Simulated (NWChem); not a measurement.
# CH6Si; SMILES C[SiH3]

Results from NWChem. Pople sets run with spherical d functions. Each level has its own optimisation; frequencies are unscaled.

| level | basis functions | r C–Si (Å) | r H–Si (Å) | r C–H (Å) | highest harmonic frequency (cm⁻¹) | lowest (cm⁻¹) | zero-point energy (kcal/mol) | dipole (D) |
|---|---|---|---|---|---|---|---|---|
| PBE0/STO-3G | 20 | 1.868 | … | 1.094 | … | … | … | … |
| PBE0/3-21G | 34 | 1.912 | 1.503 | 1.096 | 3163 | 176 | 38.6 | 0.74 |
| PBE0/6-31G* | 44 | 1.882 | 1.492 | 1.095 | 3167 | 193 | 38.6 | 0.85 |
| PBE0/6-31+G* | 52 | 1.883 | 1.491 | 1.096 | 3159 | 187 | 38.6 | 0.79 |
| PBE0/6-311G** | 80 | 1.878 | 1.491 | 1.093 | 3144 | 194 | 38.3 | 0.78 |
| PBE0/6-311++G** | 94 | 1.878 | 1.491 | 1.093 | 3143 | 193 | 38.2 | 0.74 |

**Question.** What belongs in the gaps?

**Answer.** 
- PBE0/STO-3G, r H–Si (Å): 1.443
- PBE0/STO-3G, highest harmonic frequency (cm⁻¹): 3543
- PBE0/STO-3G, lowest (cm⁻¹): 181
- PBE0/STO-3G, zero-point energy (kcal/mol): 44.7
- PBE0/STO-3G, dipole (D): 0.16
